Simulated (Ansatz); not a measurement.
# Ligand exchange: SiH3(SH) + C5H10S → SiH2(SH)2 + C5H10

Species: SiH3(SH), singlet; C5H10S (cyclopentanethiol) `SC1CCCC1`, singlet; SiH2(SH)2, singlet; C5H10 (cyclopentane) `C1CCCC1`, singlet. The partners trade H for SH: Si–H and C–SH bonds give way to Si–SH and C–H.

Shapes, held fixed at every level: PBE0-D4/def2-TZVP. Flexible molecules stand in one conformer, not always the lowest. Programs: Ansatz 0.2.0. Electronic energies: no zero-point or thermal term.

(1) Estimate ΔE of this reaction.

Answers

(1) The highest level, CCSD(T)/CBS estimate, gives ΔE = -100.1 kJ/mol; the levels span -102.9 to -87.4. The column of differences is taken from that level and isn't an error. No measured value is set beside it here. The CBS estimate extrapolates MP2 from def2-TZVPP and def2-QZVPP and adds CCSD(T) − MP2 in the triple-zeta set, cores frozen.

```tsv
level	kind	ΔE (kJ/mol)	less CCSD(T)/CBS estimate
BHLYP-D4/def2-TZVPP	global hybrid	-102.9	-2.8
wB97M-V/def2-TZVPP	range-separated hybrid	-100.6	-0.5
B2PLYP/def2-TZVPP	double hybrid	-101.7	-1.6
MP2/def2-TZVPP	perturbation theory	-99.2	+0.9
CCSD(T)/def2-SVP	coupled cluster or CI	-87.4	+12.7
CCSD/def2-SVP	coupled cluster or CI	-89.7	+10.4
CCSD/def2-TZVPP	coupled cluster or CI	-98.8	+1.3
CCSD(T)/CBS estimate	coupled cluster or CI	-100.1	0.0
```
